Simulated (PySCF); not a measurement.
## Ionising BCl

r²SCAN; PySCF, no relativity, basis sets B 6-311G(d,p), Cl 6-311G(d,p). Neutral (UKS): singlet (closed shell), Re = 1.732 Å, ωe = 823 cm⁻¹, De = 5.29 eV, HOMO -6.59 eV, LUMO -2.70 eV.

BCl⁺ (UKS): doublet (σ ↑), Re = 1.603 Å, ωe = 1154 cm⁻¹, De = 4.43 eV to B⁺ + Cl. The energies at the minima are -484.94251 hartree for BCl and -484.58921 for BCl⁺.

Work out the adiabatic ionisation energy, without and with harmonic zero-point energies (1 hartree = 27.2114 eV, 1 eV = 8065.5 cm⁻¹), and the change of the bond length.

At r²SCAN: 0.35330 hartree = 9.614 eV between the minima; the zero-point term (1154.0 − 823.0)/2 cm⁻¹ = +0.021 eV makes it 9.634 eV. Re changes by -12.9 pm against the neutral. Minus the HOMO energy is 6.59 eV, -3.02 eV from the value between the minima; self-interaction puts the Kohn–Sham level too high, less so with exact exchange. The electron leaves a σ orbital, and the shorter bond of the ion fits an antibonding orbital, or a change in how ionic the bond is.

For an ion De counts to the pair picked by the measured ionisation energies or electron affinities, which need not be the lowest pair at this level. States were picked by a PBE0 search and need not be the measured ground states.
